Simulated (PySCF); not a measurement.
Atom-mapped SMILES (the numbers label the heavy atoms): `[CH2:1]=[CH:2][S@@:3]([CH3:4])=[O:5]`; H(Xn) means a hydrogen on atom n. Ha(C1) is cis to S3; Hb(C1) is trans to S3.

GIAO shifts from PySCF 2.14.0 with density-fitted response routines on PBE0-D3(BJ)/def2-TZVP geometries (one conformer, non-relativistic, equivalent nuclei averaged), against TMS at the same level and in the same medium; PCM means IEF-PCM chloroform.

Measured (solution, not stated per compound (mostly CDCl3 or CCl4); Pretsch, Buehlmann, Badertscher, Structure Determination of Organic Compounds, 4th ed. (2009)): H(C2) 6.77, Hb(C1) 5.92, Ha(C1) 6.08 ppm.

Task: Which unscaled values do B97-2/pcSseg-2, gas; WP04/pcSseg-2, PCM; wB97X-D/pcSseg-2, PCM give, and how close are they?

Result: 
```
 atoms  measured  B97-2/pcSseg-2, gas  WP04/pcSseg-2, PCM  wB97X-D/pcSseg-2, PCM
 H(C2)      6.77                 6.94                6.86                   7.18
Hb(C1)      5.92                 6.15                6.10                   6.41
Ha(C1)      6.08                 6.57                6.26                   6.55
```

Mean absolute error for $^{1}$H: B97-2/pcSseg-2, gas 0.30, WP04/pcSseg-2, PCM 0.15, wB97X-D/pcSseg-2, PCM 0.46 ppm.
